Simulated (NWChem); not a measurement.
SiH3 cation

```xyz
4

Si     0.0000     0.0000     0.0000
H      1.1933    -0.8948     0.0000
H     -1.3716    -0.5861     0.0000
H      0.1782     1.4809     0.0000
```
Atoms are numbered in this order, from 1.

All runs: NWChem. All runs use the structure optimised with PBE-D3(BJ)/def2-SVP. Level: PBE0/Sadlej pVTZ; the question gives the wavelength of the field.

Predict the results for field static. Quantities: isotropic polarisability (bohr³); anisotropy (bohr³).


| Item | Result |
|---|---|
| isotropic polarisability (bohr³) | 21.1 |
| anisotropy (bohr³) | 6.2 |
